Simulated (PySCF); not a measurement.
Two-dimensional NMR puzzle

Compound of formula C₅H₈. Correlations simulated from computed shifts and couplings:

HSQC (one-bond C–H):
```tsv
δH	δC	1J(C,H) (Hz)
6.90	116.7	233
2.32	14.0	135
1.48	17.7	169
1.09	25.1	130
```

COSY cross peaks (|J| ≥ 2 Hz):
```tsv
δH	δH	abs. J (Hz)	bonds
1.48	1.09	4.7	3
```

HMBC (two and three bonds, |J| ≥ 2.5 Hz):
```tsv
δH	δC [abs. J in Hz]
6.90	136.4 [3.6]
2.32	136.4 [9.4], 116.7 [6.9], 17.7 [3.4]
1.48	25.1 [12.5]
1.09	136.4 [4.8], 116.7 [5.3], 17.7 [4.7]
```

Carbons without hydrogens: δ 136.4.

One averaged value for each set of equivalent atoms, a single conformation, non-relativistic, no solvent model. Coordinates at the GFN2-xTB level; shielding tensors at PBE0/pcSseg-1 (GIAO); J: B3LYP/pcJ-1 (without the spin–dipole term); PySCF 2.14.

Referencing at the same level of theory: TMS for 1H (31.72 ppm), 13C (186.93 ppm).

Exchangeable hydrogens are left out of these lists, and C,H couplings along chains are those of one rotamer, so weak HMBC peaks may be missing or extra.

Problem. Which molecule is this?

Solution. `C1=C(C)[C@H]1C`.

Structure with atom numbers: `[CH3:1][C:2]1=[CH:3][C@@H:4]1[CH3:5]`; H(Xn) means a hydrogen on atom n.

1. δC 136.4 is C2, a fully substituted alkene carbon.
2. δC 116.7 is C3, an alkene CH (δH 6.90).
3. δC 25.1 is C5, a methyl carbon (δH 1.09).
4. δC 17.7 is C4, a three-membered-ring carbon (δH 1.48).
5. δC 14.0 is C1, an allylic methyl carbon (δH 2.32).
6. HMBC from δH 6.90 reaches the proton-free carbon C2.
7. HMBC from δH 2.32 reaches the proton-free carbon C2.
8. HMBC from δH 1.09 reaches the proton-free carbon C2.
9. COSY links 1.48–1.09.

Unscaled 3J(H,H) at this level run about 10 % above measured values. Shifts are as computed. Against solution values, carbons near 30 ppm lie about +3 ppm off and those near 130 ppm about +5 ppm. Of 1211 compounds with measured shifts, 218 miss one by over three times the rms of a fit or turn the order of signals round; such compounds aren't used in these exercises.
